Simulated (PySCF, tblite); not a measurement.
# N₃H₃, a complex of two parts: NMR shifts, interaction energy, infrared bands, spin-spin couplings and core binding energies

The task here is to estimate one member of a computed series from the others.

Computed with tblite 0.8.0 and PySCF 2.14.0; each step states its level. No surroundings beyond the atoms listed, unless a continuum is named. Atoms count from 0, parts from 1.

## Starting point

6 atoms, charge 0, multiplicity 1; geometry: rigid parts in contact. Parts: 1 = atoms 0–3, `N`, charge 0; 2 = atoms 4–5, `N#N`, charge 0.

Set-up of the first run:

The job: settings as JSON, then the geometry in Å.

```
{"job": {"kind": "dock", "xc": "GFN2-xTB", "basis": "xTB"}, "charge": 0, "multiplicity": 1, "parts": [{"atoms": "0-3", "charge": 0, "multiplicity": 1}, {"atoms": "4-5", "charge": 0, "multiplicity": 1}]}
N     -0.000931     0.000043     0.275211
H     -0.449015     0.829989    -0.093419
H     -0.493806    -0.804068    -0.093430
H      0.943753    -0.025964    -0.088362
N     -1.555647    -2.695743    -0.462559
N     -1.422285    -3.675346     0.015620
```

With the program's defaults for keys left out, this is: GFN2-xTB search for minima from random contacts, gas phase.

Launch:

```bash
> OMP_NUM_THREADS=1 python cluster_run.py task.json out
```

This one command runs all jobs of the session in turn.

Steps of the session up to this table: Search for minima with GFN2-xTB; Optimising the geometry at PBE0-D3(BJ)/def2-TZVPD; NMR shieldings: PBE0/pcSseg-2; Coupled-cluster interaction energy: CCSD(T) and MP2.

One table of the session follows, with a row left open; its other results are not shown here.

It belongs to the step «Coupled-cluster interaction energy: CCSD(T) and MP2». 

| method | interaction energy (kcal/mol) |
| --- | --- |
| HF/aug-cc-pVDZ | 0.08 |
| MP2/aug-cc-pVDZ | -0.61 |
| CCSD/aug-cc-pVDZ | -0.47 |
| CCSD(T)/aug-cc-pVDZ | -0.57 |
| HF/aug-cc-pVQZ | ? |
| MP2/aug-cc-pVQZ | -0.72 |
| SCS-MP2/aug-cc-pVQZ | -0.55 |
| MP2, extrapolated | -0.73 |
| CCSD(T), limit estimate | -0.68 |

Estimate the missing values for HF/aug-cc-pVQZ.

**Answer.** interaction energy (kcal/mol): 0.07. In the column «interaction energy (kcal/mol)» it lies between CCSD/aug-cc-pVDZ (-0.47) and HF/aug-cc-pVDZ (0.08).
